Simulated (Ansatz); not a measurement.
**AlMgH (singlet): r2SCANh, BHLYP, wB97M-V over a scan of the scale of all distances, cc-pVDZ**

How well do these functionals follow the top wave-function level for AlMgH (singlet) over a scan of the scale of all distances?

Method: cc-pVDZ, all electrons in the functionals; program: Ansatz 0.2.0, Gaussian basis.

To be run: r2SCANh, BHLYP, wB97M-V, at 0.896; 1.000; 1.103; 1.275; 1.479; 1.766; 2.036; 2.408.

12 further runs of the same task are left out: 2 for a known fault of the program, 7 that didn't finish, 3 set aside as unsound or not needed. Runs told in other sessions of the task aren't counted.

### Step 1. What is computed

The geometry derives from a PBE0/def2-TZVP stationary point (not a proven minimum). All distances are scaled together.

3 atoms, charge 0, spin multiplicity 1.

Atoms are counted from 1 here; the program's logs count them from 0.

Bond lengths: Al1–H3 1.697 Å.

No dispersion term is added; wB97M-V holds VV10 nonlocal correlation.

The geometry shown and the zero of energy belong to the point 1.000. The yardstick, FCI, and other wave-function levels (R restricted, U unrestricted, valence and pair active spaces) come from earlier runs.

### Step 2. r2SCANh, 0.896

in.yaml reads:

```yaml
crystal:
  periodic: [false, false, false]
  atoms:
    - {symbol: Al, position_ang: [0.000000, -0.050438, 1.216322]}
    - {symbol: Mg, position_ang: [0.000000, 0.000447, -1.375115]}
    - {symbol: H, position_ang: [0.000000, 1.339405, 0.599177]}
basis:
  gaussian: {orbitals: cc-pVDZ}
magnetization: {spin_polarized: true, initial_magnetization: 0}
hamiltonian: {xc: {name: r2SCANh}}
```

Command:

```
ansatz run in.yaml --threads 1 --pin off --events-out ev --progress --plain --max-ram 2393MiB
```

Further steps of the session: r2SCANh, 1.000; r2SCANh, 1.103; r2SCANh, 1.275; r2SCANh, 1.479; r2SCANh, 1.766; r2SCANh, 2.036; r2SCANh, 2.408; BHLYP, 0.896; BHLYP, 1.000; BHLYP, 1.103; BHLYP, 1.275; BHLYP, 1.479; BHLYP, 1.766; BHLYP, 2.036; BHLYP, 2.408; wB97M-V, 0.896; wB97M-V, 1.000; wB97M-V, 1.103; wB97M-V, 1.275; wB97M-V, 1.479; wB97M-V, 1.766; wB97M-V, 2.036; wB97M-V, 2.408.

Before running them: what should the planned runs give, taken together? Wanted: span of the FCI curve; largest miss, r2SCANh; largest miss, BHLYP; largest miss, wB97M-V.

As calculated:

```
             quantity                 value
span of the FCI curve          284.9 kJ/mol
largest miss, r2SCANh  +29.3 kJ/mol (1.766)
  largest miss, BHLYP  +15.6 kJ/mol (1.766)
largest miss, wB97M-V  +35.2 kJ/mol (2.408)
```

What this shows: Of the functionals, BHLYP keep the smallest largest miss at the points compared (at most 15.6 kJ/mol) and wB97M-V strays most (35.2 kJ/mol, at 2.408). r2SCANh, BHLYP, wB97M-V clearly break the spin symmetry at some points (⟨S²⟩ up to 0.90 above the pure value), so energy there is bought with a mixed spin. Functionals and the yardstick converge differently with the basis, so part of each miss in cc-pVDZ is the basis.
